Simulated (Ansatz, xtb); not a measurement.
Species: NH₃ (charge +1, doublet). 
Coordinates optimised at B3LYP-D3(BJ)/def2-TZVP (Ansatz, a program for electronic structure):
```xyz
4

N      0.0000     0.0000     0.0000
H     -0.0107     1.0250    -0.0304
H      0.8933    -0.5037     0.0001
H     -0.8826    -0.5214     0.0303
```
Charge +1, spin multiplicity 2.

Harmonic wavenumbers from GFN2-xTB (xtb, at its own minimum), cm⁻¹: 750, 1199, 1199, 3186, 3235, 3236.

Give the harmonic wavenumbers at B3LYP-D3(BJ)/def2-TZVP (Ansatz, finite differences of forces, unscaled).

875, 1530, 1530, 3333, 3504, 3504 cm⁻¹. Zero-point energy 20.4 kcal/mol.

From these and the geometry, give the ideal-gas thermochemistry at 298.15 K and 1 atm (rigid rotor, harmonic oscillator).

Point group D3h, rotational symmetry number 6. Rotational constants 317.8, 317.8, 158.9 GHz. S(trans) 34.44, S(rot) 10.11, S(vib) 0.18, S(elec, spin only) 1.38, S 46.1 cal/(mol K). H(298) - H(0) 2.41 kcal/mol; G - E(el) 9.1 kcal/mol.
